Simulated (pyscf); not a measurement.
This saddle point was located with ωB97X-D3(BJ)/def2-SVP in PySCF.

```xyz
7

O     -0.4343     0.6956     1.4219
Si    -0.1497     0.3664    -0.0814
Cl     1.6816    -0.2489    -0.7378
Cl    -1.0806     1.2881    -1.6271
O     -1.0680    -1.2180     0.2366
H     -1.0225    -0.6705     1.1925
H     -0.5515    -2.0387     0.2557
```

Surface: singlet, charge 0. Lowest wavenumbers (cm⁻¹): 873i, 165, 187, 257, 270.

Problem. Which two sides does it connect, and which bonds change?

Solution. O=Si(Cl)–Cl (SMILES O=[Si](Cl)Cl) + H₂O (SMILES O) ⇌ HO–Si(OH)(Cl)–Cl (SMILES O[Si](O)(Cl)Cl), an addition across a multiple bond or ene-type step read from left to right: H–O broken and H–O, O–Si formed. At CCSD(T)/def2-TZVPP + ΔMP2(QZVPP) it lies -19.1 kcal/mol from the left side and +54.6 kcal/mol from the right (each side as separated species at their lowest minima found). On the reactant side the descent ends in an adduct with a O–Si contact, 25.5 kcal/mol under the separated species and 3.9 kcal/mol under the saddle at ωB97X-D3(BJ)/def2-TZVP. At CCSD(T) the saddle lies under the separated reactants, which points to a path from their complex (located at ωB97X-D3(BJ) alone). What is counted as formed (O–Si) is already present as a longer contact in the reactant adduct; forming that adduct is a step of its own. At ωB97X-D3(BJ)/def2-TZVP the barrier from the zero used here is -21.6 kcal/mol. One saddle was located; it need not be the lowest between these sides. The CCSD(T) − MP2 part came from Ansatz, without density fitting, on the same reference.
